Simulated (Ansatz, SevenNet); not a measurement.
C axis length (Å) of solids drawn from the class of elemental solids other than molecular ones, at two levels: the machine-learned potential SevenNet-l3i5 (trained on PBE and PBE+U data), and r²SCAN (Ansatz, a first-principles code, plane waves, PAW).

| solid | SevenNet-l3i5 | r²SCAN | shift (%) |
|---|---|---|---|
| hcp Ru | 4.307 | 4.261 | -1.07 |
| hcp Os | 4.342 | 4.317 | -0.58 |
| hcp Be | 3.614 | 3.564 | -1.38 |
| hcp Lu | 5.502 | 5.454 | -0.87 |
| hcp Cd | 5.767 | 5.767 | 0.00 |
| hcp Tl | 5.755 | 5.570 | -3.21 |
| body-centred tetragonal In | 5.356 | 4.986 | -6.91 |
| hcp Ti | 4.622 | 4.638 | +0.35 |
| hcp Zn | 5.125 | 4.924 | -3.92 |

The shifts run from -6.91 % to +0.35 %, with a median of -1.07 %.

Of 9 rows, r²SCAN is the larger in 1 and the smaller in 7.

Ansatz's runs of these crystals have no spin polarisation. Meta-GGAs and exact exchange favour moments, which can bear on hcp Ti.

Spin–orbit coupling is left out, also for the solids with elements from indium on (hcp Os, hcp Lu, hcp Tl, body-centred tetragonal In); its size isn't shown.

Ansatz's density-functional and Hartree–Fock values are scalar-relativistic unless marked +SOC, with PAW data made under PBE.
